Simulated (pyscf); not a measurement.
Insertion: H₂N–NH₂ (SMILES NN) + GeH₂ (SMILES [GeH2]) [singlet] -> H₂N–GeH₂–NH₂ (SMILES [NH2][GeH2][NH2])

Gas phase, singlet surface, charge 0. Bonds broken: N1–N2. Bonds formed: N1–Ge7, N2–Ge7. Single points on ωB97X-D3(BJ)/def2-SVP structures (PySCF, gas phase). Correlated levels are frozen-core, on RHF or UHF. ΔMP2 is the change of the MP2 total energy from the triple- to the quadruple-zeta basis.

Transition state (Å):

```xyz
9

N      0.2438    -1.0480     0.8006
N      1.5416     0.4244     0.1232
H      0.9861    -1.3918     1.3974
H     -0.0457    -1.7380     0.1099
H      0.9734     0.4367    -0.7308
H      2.5177     0.3829    -0.2479
Ge    -0.7967     0.4558     1.2032
H     -2.2018    -0.2297     1.0860
H     -0.4801     0.6474     2.7080
```

One imaginary mode, 671i cm⁻¹; descent along it reached the two sides named, in the forms told below.

```json
[
 {"bond": "N1–N2", "change": "breaks", "reactant side (Å)": "1.417", "saddle": "2.076", "product side": "3.2"},
 {"bond": "N1–Ge7", "change": "forms", "reactant side (Å)": "2.165", "saddle": "1.872", "product side": "1.839"},
 {"bond": "N2–Ge7", "change": "forms", "reactant side (Å)": "3.0", "saddle": "2.576", "product side": "1.839"}
]
```

Electronic energies relative to the separated reactants (eV):

| level | barrier | reaction energy | reverse barrier |
|---|---|---|---|
| ωB97X-D3(BJ)/def2-TZVP | 1.39 | -3.75 | 5.13 |
| PBE/def2-TZVP | 0.50 | -3.41 | 3.91 |
| r²SCAN/def2-TZVP | 0.57 | -3.79 | 4.36 |
| B3LYP-D3(BJ)/def2-TZVP | 0.92 | -3.44 | 4.37 |
| PBE0-D3(BJ)/def2-TZVP | 1.02 | -3.63 | 4.65 |
| M06-2X/def2-TZVP | 1.37 | -3.80 | 5.17 |
| ωB97M-D3(BJ)/def2-TZVP | 1.40 | -3.49 | 4.90 |
| HF/def2-TZVP | 2.91 | -3.49 | 6.40 |
| MP2/def2-QZVPP | 0.61 | -4.05 | 4.66 |
| CCSD/def2-TZVPP | 1.28 | -3.74 | 5.02 |
| CCSD(T)/def2-TZVPP | 0.75 | -3.79 | 4.53 |
| CCSD(T)/def2-TZVPP + ΔMP2(QZVPP) | 0.74 | -3.77 | 4.51 |

With CCSD(T)/def2-TZVPP + ΔMP2(QZVPP) energies and thermal terms (ideal gas, 1 atm, RRHO with modes under 100 cm⁻¹ raised to 100, one conformer, R ln 2 for chiral ones without a mode under 150 cm⁻¹), in eV:

```json
[
 {"T (K)": "298", "ΔH‡": "0.70", "ΔG‡": "1.16", "ΔH": "-3.73", "ΔG": "-3.27"},
 {"T (K)": "600", "ΔH‡": "0.74", "ΔG‡": "1.62", "ΔH": "-3.67", "ΔG": "-2.82"},
 {"T (K)": "900", "ΔH‡": "0.78", "ΔG‡": "2.05", "ΔH": "-3.61", "ΔG": "-2.41"},
 {"T (K)": "1200", "ΔH‡": "0.81", "ΔG‡": "2.47", "ΔH": "-3.56", "ΔG": "-2.02"}
]
```

On the reactant side the descent ends in an adduct with a Ge–N contact, 1.28 eV under the separated species and 2.67 eV under the saddle at ωB97X-D3(BJ)/def2-TZVP. What is counted as formed (Ge–N) is already present as a longer contact in the reactant adduct; forming that adduct is a step of its own. From the product side, NH₂• + H₂N–GeH₂• lies, by one bond made or cut, 1.03 eV under this saddle at ωB97M-D3(BJ). The same reactants have a lower exit, to H₂N–NH–GeH₃ (barrier +0.92 eV at ωB97M-D3(BJ), against +1.40 eV here). One saddle was located; it need not be the lowest between these sides. One closed-shell reference is unstable to symmetry breaking; treat the single-reference values with care. The CCSD(T) − MP2 part came from Ansatz, without density fitting, on the same reference. The frozen core leaves the outer d or s,p core shells of the metals and heavy elements correlated in the MP2 and CC values, and def2-TZVPP describes them poorly, which can shift differences by a few kcal/mol. Elements up to Kr have no core potential and no relativistic terms here.
